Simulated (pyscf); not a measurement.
cyclopropane (SMILES C1CC1) + water (H₂O) -> H₃C–CH₂–CH₂–OH (concerted two-bond exchange; singlet surface; C–C, H–O broken, C–O, C–H formed). PySCF, gas phase, ωB97X-D3(BJ)/def2-SVP geometries. Correlated levels are frozen-core, on RHF or UHF. ΔMP2 is the change of the MP2 total energy from the triple- to the quadruple-zeta basis. Energies in kcal/mol from the separated reactants.

| level | barrier | reaction energy |
|---|---|---|
| B3LYP-D3(BJ)/def2-TZVP | 77.0 | -21.7 |
| M06-2X/def2-TZVP | 86.8 | -19.1 |
| ωB97M-D3(BJ)/def2-TZVP | 81.9 | -20.5 |
| MP2/def2-QZVPP | 87.6 | -17.2 |
| CCSD/def2-TZVPP | 90.0 | -19.4 |
| CCSD(T)/def2-TZVPP | 84.3 | -19.4 |
| CCSD(T)/def2-TZVPP + ΔMP2(QZVPP) | 84.4 | -19.1 |

From the product side, •H₂C–CH₃ + •H₂C–OH lies, by one bond made or cut, 11.8 kcal/mol under this saddle at ωB97M-D3(BJ). The same reactants have a lower exit, to cyclopropane + H₂O (barrier +72.6 kcal/mol at ωB97M-D3(BJ), against +81.9 kcal/mol here). cyclopropane lies 6.6 kcal/mol over its isomer H₂C=CH–CH₃, and others may lie lower still (electronic energy, ωB97M-D3(BJ)). One saddle was located; it need not be the lowest between these sides. The CCSD(T) − MP2 part came from Ansatz, without density fitting, on the same reference.
